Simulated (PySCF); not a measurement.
# C₄H₇N: excited states, first hyperpolarisability

Wanted: excited states, first hyperpolarisability for C₄H₇N (`CCCC#N`).

Programs: PySCF 2.14.0, with routines of our own; each step states its level. All values are computed. Atoms count from 0.

## 1. The starting structure

12 atoms, charge 0, multiplicity 1; geometry from: GFN2-xTB.

## 2. Optimising the geometry at PBE0-D3(BJ)/def2-TZVP

Job settings and geometry (Å):

```
{"job": {"xc": "PBE0", "basis": "def2-TZVP", "d3": "d3bj", "grid": 2, "kind": "geom"}, "charge": 0, "multiplicity": 1}
C     -1.271986    -0.496591    -0.334473
C     -0.417234     0.352364     0.598145
C      0.951285     0.670828    -0.019436
C      1.725421    -0.528619    -0.211714
N      2.329966    -1.488158    -0.355383
H     -2.228855    -0.721367     0.129749
H     -1.458772     0.027999    -1.269679
H     -0.770340    -1.435048    -0.560976
H     -0.270207    -0.175075     1.543232
H     -0.927642     1.293767     0.812659
H      1.517704     1.342194     0.632684
H      0.821858     1.157020    -0.990833
```

Run with:

```console
$ OMP_NUM_THREADS=1 python excited_run.py task.json out
```

This one command runs all jobs of the session in turn.

Output:

```text
step   0  E = -211.20479168  max force = 0.014043
step   1  E = -211.20533832  max force = 0.000989
step   2  E = -211.20534444  max force = 0.000259
optimisation converged
```

Wall time 52 s (1 thread of Arm Neoverse N1, shared host); peak memory 0.81 GiB.

Relaxation path:

| step | energy from step 0 (eV) | largest force component (eV/Å) |
| --- | --- | --- |
| 0 | 0.0000 | 0.7221 |
| 1 | -0.0149 | 0.0509 |
| 2 | -0.0150 | 0.0133 |

Distances of close pairs at the start and the end, largest changes first:

```csv
bond,before (Å),after (Å),change (Å)
C2–C3,1.440,1.455,+0.014
C3–N4,1.143,1.150,+0.007
C0–C1,1.524,1.517,-0.006
C0–H6,1.088,1.093,+0.005
C0–H7,1.088,1.092,+0.005
C1–C2,1.535,1.530,-0.004
C0–H5,1.087,1.091,+0.004
C1–H9,1.092,1.093,+0.001
```

The next job starts from the end point, and lists it.

```csv
at the end point,value
point group (found at 0.08 Å tolerance),C1
"rotational constants (GHz, main isotopes)","10.227, 3.277, 2.722"
dipole moment (D),4.10
```

## 3. Excited states: TDA CAM-B3LYP/def2-TZVPD

Job settings and geometry (Å):

```
{"job": {"kind": "states", "xc": "CAM-B3LYP", "basis": "def2-TZVPD", "tda": true, "soc": true, "nstates": 6, "ntriplets": 5, "nquad": 4}, "charge": 0, "multiplicity": 1}
C     -1.273614    -0.592998    -0.370227
C     -0.438770     0.258741     0.567347
C      0.958699     0.557630     0.019730
C      1.746816    -0.648124    -0.182425
N      2.351958    -1.614281    -0.331158
H     -2.256116    -0.796560     0.059037
H     -1.425720    -0.091289    -1.329723
H     -0.788965    -1.551955    -0.567701
H     -0.339346    -0.234861     1.537870
H     -0.931966     1.217310     0.749918
H      1.509411     1.212555     0.700421
H      0.887746     1.079920    -0.939814
```

With the program's defaults for keys left out, this is: TDA CAM-B3LYP/def2-TZVPD excited states, vertical, gas phase, spin-orbit mean-field couplings.

Output:

```text
coarse grid: 9752 points
cycle   1  E = -211.2868053984  dE =  5.290e-01  |g| = 4.940e-01  |ddm| = 3.215e+00
cycle   2  E = -211.1958602125  dE =  9.095e-02  |g| = 8.567e-01  |ddm| = 1.592e+00
cycle   3  E = -211.3477365358  dE = -1.519e-01  |g| = 6.519e-02  |ddm| = 6.708e-01
cycle   4  E = -211.3485144625  dE = -7.779e-04  |g| = 3.684e-02  |ddm| = 1.284e-01
cycle   5  E = -211.3488307404  dE = -3.163e-04  |g| = 3.974e-03  |ddm| = 5.792e-02
cycle   6  E = -211.3488347206  dE = -3.980e-06  |g| = 1.551e-03  |ddm| = 9.971e-03
final grid: 93432 points
cycle   7  E = -211.3435919200  dE = -3.714e-05  |g| = 4.148e-03  |ddm| = 2.256e-01
cycle   8  E = -211.3435922539  dE = -3.338e-07  |g| = 3.988e-03  |ddm| = 1.899e-02
cycle   9  E = -211.3435958956  dE = -3.642e-06  |g| = 8.023e-04  |ddm| = 5.079e-03
cycle  10  E = -211.3435959939  dE = -9.827e-08  |g| = 4.169e-04  |ddm| = 9.191e-04
cycle  11  E = -211.3435960276  dE = -3.372e-08  |g| = 3.870e-05  |ddm| = 5.715e-04
cycle  12  E = -211.3435960279  dE = -3.543e-10  |g| = 1.191e-05  |ddm| = 9.731e-05
converged SCF energy = -211.3435960279

Singlet excitations
state   eV       nm        f     d(h-e)  d(exc)  Lambda  PR(NTO)  |dmu|/D   mu/D   main configurations
  1   7.7340   160.3   0.00005   0.439   2.243   0.446   1.654    1.449    2.706   H->L+5 0.31, H-1->L+4 0.16, H->L 0.11
  2   8.0287   154.4   0.00658   0.497   2.377   0.464   2.018    1.602    2.561   H->L+5 0.16, H-1->L 0.15, H-1->L+4 0.14
  3   8.0635   153.8   0.00140   0.408   2.257   0.498   1.657    1.215    2.973   H-1->L+4 0.25, H->L+4 0.18, H-1->L+5 0.14
  4   8.5614   144.8   0.00486   1.062   3.330   0.345   1.065    3.859    3.655   H->L 0.43, H-1->L 0.12, H->L+3 0.11
  5   8.6044   144.1   0.01561   1.091   3.413   0.339   1.179                     H-1->L 0.47, H->L 0.15, H-1->L+3 0.12
  6   9.0233   137.4   0.00463   0.785   3.331   0.353   1.099                     H-2->L 0.83

Triplet excitations (Tamm-Dancoff)
state   eV     d(h-e)  d(exc)  Lambda  PR(NTO)   main configurations
  1   6.4212   0.286   1.916   0.543   2.018   H-1->L+5 0.28, H->L+4 0.22, H->L+6 0.08
  2   6.9689   0.322   2.005   0.499   1.963   H-1->L+5 0.16, H->L+5 0.16, H-1->L+4 0.14
  3   6.9771   0.308   1.989   0.494   2.007   H->L+4 0.19, H->L+5 0.15, H-1->L+4 0.11
  4   7.7531   0.391   2.200   0.445   1.969   H-1->L+4 0.29, H->L+5 0.22
  5   8.0646   1.025   2.179   0.430   1.028   H-3->L+5 0.28, H-2->L+5 0.12, H-4->L+5 0.09
S1 - T1 = 1.3128 eV

Spin-orbit couplings |<S|Hso|T>| (cm-1)
             T1       T2       T3       T4       T5
S0        0.063    1.901    0.391   20.608   34.822
S1        1.582    1.061   10.885    0.167   12.911
S2        0.257   44.710    5.622    3.244   11.032
S3        1.446    5.717   44.011    0.569    7.940
S4        1.165    2.136    9.205    1.489    3.511
S5        0.654   10.961    2.751    5.526    1.819
S6        1.731    2.114    1.589    1.687    1.007
T1 sublevels (cm-1): 0.000 0.010 0.208   radiative rates (1/s): 0.0075 2.49 0.0122
```

It took 54 s on 1 thread of Arm Neoverse N1, shared host; peak memory 0.84 GiB.

From this job:

| quantity | value |
| --- | --- |
| S1 less T1 | 1.31 eV |

## 4. Excited states: TDDFT CAM-B3LYP/def2-TZVPD

Settings changed since step 3:

```diff
@@ -1,2 +1,2 @@
-{"job": {"kind": "states", "xc": "CAM-B3LYP", "basis": "def2-TZVPD", "tda": true, "soc": true, "nstates": 6, "ntriplets": 5, "nquad": 4}, "charge": 0, "multiplicity": 1}
+{"job": {"kind": "states", "xc": "CAM-B3LYP", "basis": "def2-TZVPD", "tpa": true, "nstates": 8, "nquad": 6, "ntriplets": 0}, "charge": 0, "multiplicity": 1}
 C     -1.273614    -0.592998    -0.370227
```

With the program's defaults for keys left out, this is: TDDFT CAM-B3LYP/def2-TZVPD excited states, vertical, gas phase, two-photon moments by quadratic response.

Output:

```text
coarse grid: 9752 points
cycle   1  E = -211.2868053984  dE =  5.290e-01  |g| = 4.940e-01  |ddm| = 3.215e+00
cycle   2  E = -211.1958602125  dE =  9.095e-02  |g| = 8.567e-01  |ddm| = 1.592e+00
cycle   3  E = -211.3477365358  dE = -1.519e-01  |g| = 6.519e-02  |ddm| = 6.708e-01
cycle   4  E = -211.3485144625  dE = -7.779e-04  |g| = 3.684e-02  |ddm| = 1.284e-01
cycle   5  E = -211.3488307404  dE = -3.163e-04  |g| = 3.974e-03  |ddm| = 5.792e-02
cycle   6  E = -211.3488347206  dE = -3.980e-06  |g| = 1.551e-03  |ddm| = 9.971e-03
final grid: 93432 points
cycle   7  E = -211.3435919200  dE = -3.714e-05  |g| = 4.148e-03  |ddm| = 2.256e-01
cycle   8  E = -211.3435922539  dE = -3.338e-07  |g| = 3.988e-03  |ddm| = 1.899e-02
cycle   9  E = -211.3435958956  dE = -3.642e-06  |g| = 8.023e-04  |ddm| = 5.079e-03
cycle  10  E = -211.3435959939  dE = -9.827e-08  |g| = 4.169e-04  |ddm| = 9.191e-04
cycle  11  E = -211.3435960276  dE = -3.372e-08  |g| = 3.870e-05  |ddm| = 5.715e-04
cycle  12  E = -211.3435960279  dE = -3.543e-10  |g| = 1.191e-05  |ddm| = 9.731e-05
converged SCF energy = -211.3435960279

Singlet excitations
state   eV       nm        f     d(h-e)  d(exc)  Lambda  PR(NTO)  |dmu|/D   mu/D   delta(TPA)   sigma/GM   main configurations
  1   7.7038   160.9   0.00004   0.444   2.260   0.446   1.650    1.423    2.731        0.24      0.005   H->L+5 0.31, H-1->L+4 0.16, H->L 0.11
  2   8.0134   154.7   0.00623   0.482   2.353   0.465   2.021    1.581    2.581        4.09      0.096   H->L+5 0.16, H-1->L 0.15, H-1->L+4 0.14
  3   8.0466   154.1   0.00120   0.403   2.246   0.500   1.714    1.219    2.966        1.86      0.044   H-1->L+4 0.24, H->L+4 0.18, H-1->L+5 0.14
  4   8.5528   145.0   0.00452   1.063   3.335   0.346   1.070    3.843    3.629       11.74      0.315   H->L 0.45, H->L+3 0.12, H-1->L 0.10
  5   8.5911   144.3   0.01618   1.096   3.416   0.339   1.184    3.866    3.442       31.29      0.846   H-1->L 0.49, H->L 0.13, H-1->L+3 0.12
  6   9.0112   137.6   0.00436   0.795   3.325   0.355   1.116    3.493    2.150       18.46      0.549   H-2->L 0.83
  7   9.3059   133.2   0.02678   1.051   3.265   0.344   2.001                                            H-3->L 0.36, H-3->L+5 0.08, H-4->L 0.08
  8   9.4490   131.2   0.02109   1.174   3.333   0.359   2.788                                            H-1->L+2 0.18, H-4->L 0.13, H-5->L 0.10
```

It took 69 s on 1 thread of Arm Neoverse N1, shared host; peak memory 0.87 GiB.

## 5. First hyperpolarisability: quadratic response CAM-B3LYP/def2-TZVPD

Settings changed since step 4:

```diff
@@ -1,2 +1,2 @@
-{"job": {"kind": "states", "xc": "CAM-B3LYP", "basis": "def2-TZVPD", "tpa": true, "nstates": 8, "nquad": 6, "ntriplets": 0}, "charge": 0, "multiplicity": 1}
+{"job": {"kind": "beta", "xc": "CAM-B3LYP", "basis": "def2-TZVPD"}, "charge": 0, "multiplicity": 1}
 C     -1.273614    -0.592998    -0.370227
```

Level: quadratic response CAM-B3LYP/def2-TZVPD first hyperpolarisability, Taylor convention, gas phase.

Output:

```text
coarse grid: 9752 points
cycle   1  E = -211.2868053984  dE =  5.290e-01  |g| = 4.940e-01  |ddm| = 3.215e+00
cycle   2  E = -211.1958602125  dE =  9.095e-02  |g| = 8.567e-01  |ddm| = 1.592e+00
cycle   3  E = -211.3477365358  dE = -1.519e-01  |g| = 6.519e-02  |ddm| = 6.708e-01
cycle   4  E = -211.3485144625  dE = -7.779e-04  |g| = 3.684e-02  |ddm| = 1.284e-01
cycle   5  E = -211.3488307404  dE = -3.163e-04  |g| = 3.974e-03  |ddm| = 5.792e-02
cycle   6  E = -211.3488347206  dE = -3.980e-06  |g| = 1.551e-03  |ddm| = 9.971e-03
final grid: 93432 points
cycle   7  E = -211.3435919200  dE = -3.714e-05  |g| = 4.148e-03  |ddm| = 2.256e-01
cycle   8  E = -211.3435922539  dE = -3.338e-07  |g| = 3.988e-03  |ddm| = 1.899e-02
cycle   9  E = -211.3435958956  dE = -3.642e-06  |g| = 8.023e-04  |ddm| = 5.079e-03
cycle  10  E = -211.3435959939  dE = -9.827e-08  |g| = 4.169e-04  |ddm| = 9.191e-04
cycle  11  E = -211.3435960276  dE = -3.372e-08  |g| = 3.870e-05  |ddm| = 5.715e-04
cycle  12  E = -211.3435960279  dE = -3.543e-10  |g| = 1.191e-05  |ddm| = 9.731e-05
converged SCF energy = -211.3435960279

Lowest singlets (eV, f): 7.7038 0.0000  8.0134 0.0062  8.0466 0.0012

First hyperpolarisability (au)
process     nm      |vector|   parallel      HRS      DR
static         -        9.14       -1.6      10.48   1.706
shg       1907.0        9.50      -1.93      10.74   1.713
eope      1907.0        9.25      -1.71          -       -
shg       1064.0       10.44      -2.73      11.35   1.733
eope      1064.0        9.52      -1.95          -       -
```

It took 49 s on 1 thread of Arm Neoverse N1, shared host; peak memory 0.86 GiB.

## 6. Outcome

```
                                                  quantity                                            value
                                               point group                                               C1
                      rotational constants (main isotopes)                            10.23, 3.28, 2.72 GHz
             S1 less T1 (step 3, TDA CAM-B3LYP/def2-TZVPD)                                          1.31 eV
β vector (step 5, quadratic response CAM-B3LYP/def2-TZVPD)  static 9, SHG 1907.0 nm 10, SHG 1064.0 nm 10 au
```

**Reading.** The optimisation took 2 steps and gained 0.015 eV; among the close pairs (by a distance rule), C2–C3 changed most, from 1.440 to 1.455 Å. No frequency check was run at this level, so the end point may be a saddle. In step 3, the number of triplets below S1 is 3, and the largest singlet-triplet spin-orbit coupling is S2–T2, 44.71 cm⁻¹. β grows from 9 au (static) to 10 au for doubling at 1064.0 nm: normal dispersion, which grows as twice the photon energy moves toward the bright states.
